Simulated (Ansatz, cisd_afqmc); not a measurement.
Species: NO, charge 1, singlet. NO+ (parent SMILES O=[N], singlet).
B3LYP-D3(BJ)/def2-TZVP minimum from Ansatz (a first-principles code):
```
N
O 1 1.0564
```
Charge +1, spin multiplicity 1.

Total energies in aug-cc-pVDZ, 10 correlated electrons, 2 frozen orbitals. Open shells are spin-unrestricted; no spin-orbit coupling. Cores are frozen in correlated methods. No relativity. The Monte Carlo rows (phaseless AFQMC, CISD trial, step 0.005/hartree) carry one-sigma bars that omit the constraint's bias. Outlying blocks are dropped, and bars are widened where a walk drifts. Over all cases where full CI ran beside it in this data, AFQMC minus full CI had a median of +0.1 mEh and passed +0.4 mEh in a tenth of the cases.

```csv
method,program,energy (Eh),minus CCSDTQ (mEh)
HF,Ansatz,-128.93506,356.08
MP2,Ansatz,-129.27694,14.20
CCSD,Ansatz,-129.27554,15.61
CCSD(T),Ansatz,-129.28931,1.84
CCSDT(Q),Ansatz,-129.29142,-0.27
CCSDTQ,Ansatz,-129.29115,0.00
AFQMC/CISD,cisd_afqmc,-129.2907 ± 0.0004,0.5 ± 0.4
```

Rough core times of Ansatz's runs on a shared machine: CCSD(T) under 20 s, CCSDT(Q) 30 s, CCSDTQ 10 min.
